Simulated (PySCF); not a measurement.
# Computed and published core binding energies of `CP(C)(C)=N`

The experiment to reproduce (core binding energies): P 2p3/2 of P2 137.39 eV [1]; C 1s of C1 290.63 eV [1]; N 1s of N5 402.38 eV [1]. Sources and the comparison follow the method.

C3H10NP.
Bonds: C1–P2, P2–C3, P2–C4, P2–N5 (double). Hydrogens: H6, H7, H8 on C1; H9, H10, H11 on C3; H12, H13, H14 on C4; H15 on N5.

The calculation used PySCF, delta-SCF UKS SCAN, pcX-2 on the ionised atom, pcseg-1 elsewhere, spin-free X2C. These are vertical core ionisation energies against the vacuum level, from separate self-consistent calculations with and without the core hole.

```json
{"atom": "P2", "environment": "phosphorus bonded to 3 C and N", "level": "P 2p3/2", "this calculation (eV)": "137.29", "reference (eV)": "137.39", "difference (eV)": "-0.10", "source": "[1]"}
{"atom": "C1", "environment": "sp3 carbon bound to phosphorus", "level": "C 1s", "this calculation (eV)": "290.56", "reference (eV)": "290.63", "difference (eV)": "-0.07", "source": "[1]"}
{"atom": "N5", "environment": "nitrogen bonded to P and H", "level": "N 1s", "this calculation (eV)": "402.38", "reference (eV)": "402.38", "difference (eV)": "0.00", "source": "[1]"}
```

[1] measured, gas; Perry, Schaaf, Jolly, LBL-3517 (X-ray photoelectron spectroscopic study of charge distributions in tetracovalent compounds of nitrogen and phosphorus, 1975) Note: scanned preprint of the 1970s; energy scale about 0.17 eV below the 1984 compilation; uncertainty about 0.05 eV.

Q: How well does this level of theory reproduce the measurements here?

A: Over the 3 different measured values (3 distinct lines) the mean signed difference is -0.06 eV, the mean unsigned one 0.06 eV and the largest 0.10 eV. The calculation is vertical and has no vibrational structure, and measured positions depend on the energy calibration.

Q: What does the calculation give for the levels without a reference value here?

A: P2 P 1s 2151.21 eV.

The list is incomplete; no value stands for C 1s of C3, C4. The 2p values aren't plain energy differences: one relaxed spin-free 2p hole is combined with a matrix within the shell (ground-state 2p orbital-energy differences and spin–orbit coupling). 2p3/2, the mean of its two sublevels, lies a third of the splitting below the shell's mean and 2p1/2 two thirds above it; the statistical areas are 2:1. 2p1/2 minus 2p3/2 (ligand field included): P 0.89 eV. Geometry: GFN2-xTB; no solvent, vibrations or thermal averaging.

On one thread of an x86-64 server, shared host, this took 25 s wall.
